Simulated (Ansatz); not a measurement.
Geometry optimisation, RKS PBE0-D4/STO-3G (Ansatz).

input.yaml

```yaml
crystal:
  periodic: [false, false, false]
  atoms:
    - { symbol: F, position_ang: [1.25676, -0.09897, 0.77628] }
    - { symbol: Si, position_ang: [-0.07847, -0.07479, -0.05533] }
    - { symbol: Cl, position_ang: [-0.81567, 1.64369, -0.4349] }
    - { symbol: H, position_ang: [-0.36262, -1.46994, -0.28605] }
total_charge: 1
basis:
  gaussian: { orbitals: STO-3G }
hamiltonian:
  xc: pbe0
  dispersion: d4
relax:
  f_tol: 0.02
  max_steps: 40
scf:
  lower_state_search: "off"
output:
  orbitals: {}
```

Run as:

```bash
$ ansatz run input.yaml --threads 1 --pin off --max-ram 2048MiB --backend cpu --events-out ev --progress --plain --runs-dir out
```

**Question.** Where does it end, and by what steps?

**Answer.** It converged. Limits of this set-up: minimal basis, the dipole of an ion depends on the origin. After 5 steps the energy has fallen by 0.440 eV; H4 moved furthest, 0.18 Å.

```json
{"step": "0", "energy less start (eV)": "0.0000", "largest force component (eV/Å)": "3.687", "accepted": "yes"}
{"step": "1", "energy less start (eV)": "-0.3862", "largest force component (eV/Å)": "0.512", "accepted": "yes"}
{"step": "2", "energy less start (eV)": "-0.4345", "largest force component (eV/Å)": "0.230", "accepted": "yes"}
{"step": "3", "energy less start (eV)": "-0.4388", "largest force component (eV/Å)": "0.209", "accepted": "yes"}
{"step": "4", "energy less start (eV)": "-0.4395", "largest force component (eV/Å)": "0.021", "accepted": "yes"}
{"step": "5", "energy less start (eV)": "-0.4395", "largest force component (eV/Å)": "0.010", "accepted": "yes"}
```

```xyz
4
Properties=species:S:1:pos:R:3
F 1.368 -0.030 0.847
Si 0.024 -0.139 0.009
Cl -0.875 1.613 -0.474
H -0.516 -1.444 -0.382
```

Whether the end is a true minimum wasn't checked by a vibrational analysis.

The run took 4.2 s on 1 CPU thread of a shared host.
